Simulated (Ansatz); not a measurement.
Input for Ansatz (development build ahead of 0.2.0):

```yaml
crystal:
  periodic: [false, false, false]
  atoms:
    - { symbol: C, position_ang: [0.0, 0.0, 0.0] }
    - { symbol: H, position_ang: [1.7864, 0.0, 0.0] }
    - { symbol: H, position_ang: [-1.7864, 0.0, 0.0] }
basis:
  gaussian: { orbitals: "6-31G" }
magnetization:
  initial_magnetization: 2
hamiltonian:
  xc: hf
correlation:
  method: fci
  frozen_orbitals: { C: 1, H: 0 }
```

The input is written out in the form of the current development build from the run's settings.

Output:

```
Converged    : yes
Total energy : -38.77570 hartree
State        : lowest triplet root, of any spatial symmetry
```
